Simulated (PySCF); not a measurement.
# C6H10 (bicyclopropyl): the cost of one run

The runs use PySCF 2.14.0, with density-fitted response routines of our own; the level of theory stands in each step. All values are computed, except where a source is named. Atoms count from 0, in the outputs and in this text.

### 1 The starting structure

16 atoms, charge 0, multiplicity 1; geometry from: GFN2-xTB.

Bonds of the start (Å): C0–C1 1.50, C1–C2 1.50, C2–C3 1.49, C3–C4 1.50, C4–C5 1.50, C2–C0 1.50, C5–C3 1.50, C0–H6 1.08, C0–H7 1.08, C1–H8 1.08, C1–H9 1.08, C2–H10 1.08, C3–H11 1.08, C4–H12 1.08, C4–H13 1.08, C5–H14 1.08, C5–H15 1.08.

### 2 Optimising the geometry at PBE0-D3(BJ)/def2-SVP

Job settings and geometry (Å):

```
{"job": {"xc": "PBE0", "basis": "def2-SVP", "d3": "d3bj", "grid": 1, "kind": "geom"}, "charge": 0, "multiplicity": 1}
C     -1.816403    -0.604938    -0.509077
C     -1.844582     0.396466     0.605138
C     -0.580749    -0.355115     0.305196
C      0.579919     0.357211    -0.306068
C      1.815918     0.606004     0.507729
C      1.842983    -0.395290    -0.606696
H     -1.836917    -0.235635    -1.523233
H     -2.342635    -1.538070    -0.377791
H     -2.389388     0.153131     1.504481
H     -1.883580     1.443355     0.344846
H     -0.293559    -1.129083     1.007176
H      0.292199     1.130260    -1.008781
H      2.342284     1.538962     0.376312
H      1.836269     0.236303     1.521707
H      2.388634    -0.152335    -1.505594
H      1.882008    -1.442282    -0.346757
```

Started as:

```
$ OMP_NUM_THREADS=1 python probes_run.py task.json out
```

One launch serves the whole session: the jobs run in the order shown.

Q: Estimate the wall time and peak memory of this first job on 1 thread of Arm Neoverse N1, shared host.

About 42 s, with a peak of 0.53 GiB.
